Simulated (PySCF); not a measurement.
**Identify the compound**

An unknown has the formula C2H2F2O. Its calculated NMR data are:

$^{1}$H NMR (500 MHz, computed): δ 9.51 (d, J = 6.0 Hz, 1H), 5.29 (td, J = 61.9, 6.0 Hz, 1H).

$^{13}$C{$^{1}$H} NMR (computed): δ 204.4 (CH, t, J = 36.7 Hz), 118.5 (CH, t, J = 311.3 Hz).

PySCF calculation with PBE0-D3(BJ)/def2-SVP geometry, J: B3LYP/pcJ-1 and σ from GIAO-CAM-B3LYP/pcSseg-2; relativity neglected, in vacuum, fast rotation and ring inversion assumed for equivalent nuclei, single conformer.

Referencing at the same level of theory: TMS for $^{1}$H (σ = 31.34 ppm) and $^{13}$C (σ = 182.55 ppm).

**Question.** What is the structure?

**Answer.** 
The formula gives 1 degree of unsaturation (no ring in the answer). 2 carbon signals for 2 carbons: no two carbons are equivalent. Carbon types of the structure: 2 × CH, which accounts for all hydrogens. δC 204.4: aldehyde carbonyl carbon; low-lying n→π* states of the double bond to the heteroatom give a large paramagnetic term (-271 ppm). δC 118.5: sp3 CH bonded to 2 F, α to a carbonyl; 2 electronegative neighbours deshield it. δH 9.51: hydrogen on an aldehyde carbonyl carbon; deshielded by the polar, anisotropic C=O bond. δH 5.29: hydrogen on an sp3 CH bonded to 2 F, α to a carbonyl; its carbon carries F, hence the downfield position.

These data were computed for SMILES FC(C=O)F.

The shifts were computed for this structure.

Common functionals overestimate the size of one-bond C–F couplings by tens of Hz; these are unscaled. Splittings below 1 Hz are ignored in the labels, and close J values are merged. Unscaled 3J(H,H) at this level run about 10 % above measured values. Shifts are as computed, not scaled to solution data. Of 1211 compounds with measured shifts, 218 miss one by over three times the rms of a fit or turn the order of signals round; such compounds aren't used in these exercises. Couplings across =CH–CH2 type bonds come from one rotamer and its mirror image, and can be 1–2 Hz further off. 3J across rotatable bonds or in flexible rings reflects this conformer alone.
